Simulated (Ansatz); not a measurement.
Task: a composite energy at a relaxed geometry of C2H4F, SMILES C[CH]F, with Ansatz's Python interface. Give the script and its output. Level of theory (for the species named): r2SCAN, def2-SVP basis, multiplicity 2.

```xyz
7

C    -0.5077    0.3015   -0.1158
C     0.6735   -0.4414    0.0646
F     1.0717   -0.8146    1.2701
H    -1.1884   -0.1946   -0.7573
H    -0.3255    1.2905   -0.6335
H    -1.0334    0.5708    0.8325
H     1.3712   -0.7802   -0.7064
```

The script, `composite_c2h4f.py`:
```python
"""Relax C2H4F cheaply, then refine its energy."""

from dataclasses import dataclass
import itertools

import ansatz as az
from ase.data import atomic_numbers, covalent_radii
import numpy as np


@dataclass
class RunConfig:
    basis: str = "def2-SVP"
    xc: str = "r2SCAN"


opts = RunConfig()


def main() -> None:
    system = (
        az.Crystal.molecule()
        .atom("C", (-0.5077, 0.3015, -0.1158))
        .atom("C", (0.6735, -0.4414, 0.0646))
        .atom("F", (1.0717, -0.8146, 1.2701))
        .atom("H", (-1.1884, -0.1946, -0.7573))
        .atom("H", (-0.3255, 1.2905, -0.6335))
        .atom("H", (-1.0334, 0.5708, 0.8325))
        .atom("H", (1.3712, -0.7802, -0.7064))
    )

    job = system.calculation().basis(gaussian=opts.basis).functional(opts.xc).spin("collinear", total=1)
    symbols = [site.symbol for site in system.cartesian_sites]
    start = np.array([site.position_ang for site in system.cartesian_sites], dtype=float)
    rep = job.relax(force_tolerance=0.01).run().report
    end = np.array(rep["positions_ang"])
    # pairs closer than 1.2 times the sum of covalent radii, before or after
    radius = [covalent_radii[atomic_numbers[s]] for s in symbols]
    span = lambda where, i, j: np.linalg.norm(where[i] - where[j])
    bonded = [(i, j) for i, j in itertools.combinations(range(len(symbols)), 2) if min(span(start, i, j), span(end, i, j)) < 1.2 * (radius[i] + radius[j])]
    print("pair        before    after (A)")
    for i, j in bonded:
        print(f"{symbols[i]}{i}-{symbols[j]}{j}".ljust(10), f"{span(start, i, j):8.4f} {span(end, i, j):8.4f}")

    minimum = az.Crystal.molecule()
    for symbol, place in zip(symbols, end):
        minimum = minimum.atom(symbol, place.tolist())
    at_minimum = minimum.calculation().spin("collinear", total=1)
    # MP2 extrapolated to the basis limit, plus the small-basis difference CCSD(T) - MP2
    level = lambda method, basis: at_minimum.basis(gaussian=basis).correlation(method).run().report
    small, large, cluster = level("mp2", "cc-pVDZ"), level("mp2", "cc-pVTZ"), level("ccsd_t", "cc-pVDZ")
    corr = lambda each: (each["free_energy_ev"] - each["reference_energy_ev"]) / 27.211386246
    mp2_limit = (27 * corr(large) - 8 * corr(small)) / 19
    pieces = {"HF / cc-pVTZ": large["reference_energy_ev"] / 27.211386246, "MP2 correlation, DZ-TZ limit": mp2_limit, "CCSD(T) - MP2 / cc-pVDZ": corr(cluster) - corr(small)}
    for name, value in pieces.items():
        print(f"{name:32s} {value:14.6f} Ha")
    print(f"{'sum':32s} {sum(pieces.values()):14.6f} Ha")
    print("T1 diagnostic", round(cluster["correlation"]["coupled_cluster"]["t1_diagnostic"], 4))


if __name__ == "__main__":
    main()
```

```console
$ python composite_c2h4f.py
pair        before    after (A)
C0-C1        1.4070   1.4762
C0-H3        1.0588   1.1000
C0-H4        1.1311   1.1099
C0-H5        1.1172   1.1031
C1-F2        1.3233   1.3475
C1-H6        1.0936   1.0966
HF / cc-pVTZ                        -177.518035 Ha
MP2 correlation, DZ-TZ limit          -0.622956 Ha
CCSD(T) - MP2 / cc-pVDZ               -0.044828 Ha
sum                                 -178.185820 Ha
T1 diagnostic 0.0134
```

Caveats:
- Total energies depend on the basis set; only differences at equal settings carry meaning.
- The sum leaves out core correlation, relativity, the Hartree-Fock basis error and zero-point energy; a DZ-TZ extrapolation is rough.
- The species is open-shell (spin multiplicity 2).
- Inner cores stay frozen, so this is valence correlation.
- An extrapolation from small basis sets is rough.
- Wall time of the script: 100 s on 1 thread of Arm Neoverse N1, on a shared host, peak memory 0.33 GiB.
